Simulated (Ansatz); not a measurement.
# C₂ (singlet): wave-function methods side by side at distance C1–C2 = 1.968 Å, 6-31G

An exercise on one series of results from a longer session: the logs are not shown, and one member is left open.

Program: Ansatz 0.2.0, Gaussian basis. Level of theory: 6-31G, core rule «outside noble gas», up to 2 orbitals frozen. These are calculated values, not measurements.

The runs, in order: UHF; CCSD(T) on RHF; CCSD(T) on UHF; BCCD(T) on RHF; CISD; CCSDT(Q) on RHF; CCSDT(Q) on UHF; CISDTQ; CCSDTQ on RHF; CCSDTQ on UHF; CASSCF and MRCISD+Q, 2 electrons in 2 orbitals; CASSCF and NEVPT2, 2 electrons in 2 orbitals; CASSCF and MRCISD+Q, 8 electrons in 8 orbitals; CASSCF and NEVPT2, 8 electrons in 8 orbitals; Full CI.

33 further runs of the same task are left out: 6 for a known fault of the program, 25 that didn't finish, 2 set aside as unsound or not needed.

### The system

The geometry derives from a PBE0/def2-TZVP stationary point (not a proven minimum). One bond is set to the value named and the two fragments are kept rigid.

2 atoms, charge 0, spin multiplicity 1.

Atoms are counted from 1 here; the program's logs count them from 0.

No contacts short enough for the rule that draws bonds.

Coordinates:

```xyz
2
C2
C     0.0000    0.0000    0.0000
C     0.0000    0.0000    1.9680
```

The first run:

File in.yaml:

```yaml
crystal:
  periodic: [false, false, false]
  atoms:
    - {symbol: C, position_ang: [0.000000, 0.000000, 0.000000]}
    - {symbol: C, position_ang: [0.000000, 0.000000, 1.968000]}
basis:
  gaussian: {orbitals: 6-31G}
magnetization: {spin_polarized: true, initial_magnetization: 0}
hamiltonian: {xc: hf}
output: {orbitals: {seedname: orbitals}}
```

Launch:

```bash
$ ansatz run in.yaml --threads 1 --pin off --events-out ev --progress --plain --max-ram 2393MiB
```

Steps of the session up to this table: UHF; CCSD(T) on RHF; CCSD(T) on UHF; BCCD(T) on RHF; CISD; CCSDT(Q) on RHF; CCSDT(Q) on UHF; CISDTQ; CCSDTQ on RHF; CCSDTQ on UHF; CASSCF and MRCISD+Q, 2 electrons in 2 orbitals; CASSCF and NEVPT2, 2 electrons in 2 orbitals; CASSCF and MRCISD+Q, 8 electrons in 8 orbitals; CASSCF and NEVPT2, 8 electrons in 8 orbitals; Full CI.

One table of the session follows, with a row left open; its other results are not shown here.

```
          method  from FCI (meV)
             RHF         +6450.2
            RMP2         +1010.1
            CISD         +1123.2
           RCCSD          +478.2
        RCCSD(T)          +133.2
         BCCD(T)          +139.9
          RCCSDT          +145.7
          CISDTQ          +117.5
       RCCSDT(Q)           +57.4
         RCCSDTQ           +21.5
  CASSCF valence               ?
  NEVPT2 valence          +375.3
  MRCISD valence           +37.4
MRCISD+Q valence            +5.0
             FCI               0
```

Q: Estimate the row for CASSCF valence from the others.

As computed: from FCI (meV): +1319.6. In the column «from FCI (meV)» it lies between CISD (+1123.2) and RHF (+6450.2).

Left out of the table: CASSCF pair, NEVPT2 pair, MRCISD pair, MRCISD+Q pair (the active space lost an orbital or holds another state than full CI finds).

Caveats from the session: The report flags that the cluster equations may have other roots. Left out of the table: UHF, UMP2, UCCSD, UCCSD(T), UCCSDT, UCCSDT(Q), UCCSDTQ (another determinant or state than the rows shown). The program flags RCCSD(T), BCCD(T), RCCSDT(Q), RCCSDTQ as in doubt, so those rows may rest on another solution; read them beside their warnings.
